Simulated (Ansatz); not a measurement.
Reaction (SMILES): OO (H2O2) → [O]O (O-OH) + H atom
B3LYP-D3(BJ)/def2-TZVP geometries, fixed; electronic energies without zero-point terms.

Basis-set convergence of the bond dissociation energy at B2PLYP with Ansatz (a program for electronic structure). All functions are spherical. Cores are frozen. Open shells are unrestricted. No added dispersion term, no relativity. Functions are those of the species that has most. Reference: the value in aug-pcseg-3, 90.99 kcal/mol, itself unsure by roughly 0.03 kcal/mol (its mean distance from aug-cc-pVQZ, cc-pV5Z, def2-QZVPPD). Deviations are taken from unrounded values.

```
basis        functions
-----------  ---------
pcseg-0             22
pcseg-1             38
def2-SVPD           62
aug-pcseg-1         64
pcseg-2             88
def2-TZVPD          98
def2-TZVPPD        114
aug-pcseg-2        138
pcseg-3            186
def2-QZVPPD        198
aug-pcseg-3        268
```

### Question
Which is the smallest set listed that can be trusted to 0.5 kcal/mol here, that is, within that of the reference together with its larger relatives (same family, alike in diffuse functions; a set with none to test it counts only in the reference's own line)?

### Answer
The smallest set listed that lies within 0.5 kcal/mol of the reference with all its larger relatives (same family, alike in diffuse functions; a set with none counts only in the reference's own line) is pcseg-2 (88 functions, -0.39 kcal/mol off). Value minus reference: pcseg-0 -7.65, pcseg-1 -4.02, def2-SVPD -0.95, aug-pcseg-1 -1.63, pcseg-2 -0.39, def2-TZVPD -1.78, def2-TZVPPD -0.39, aug-pcseg-2 -0.20, pcseg-3 -0.02, def2-QZVPPD -0.07, aug-pcseg-3 0.00 kcal/mol.
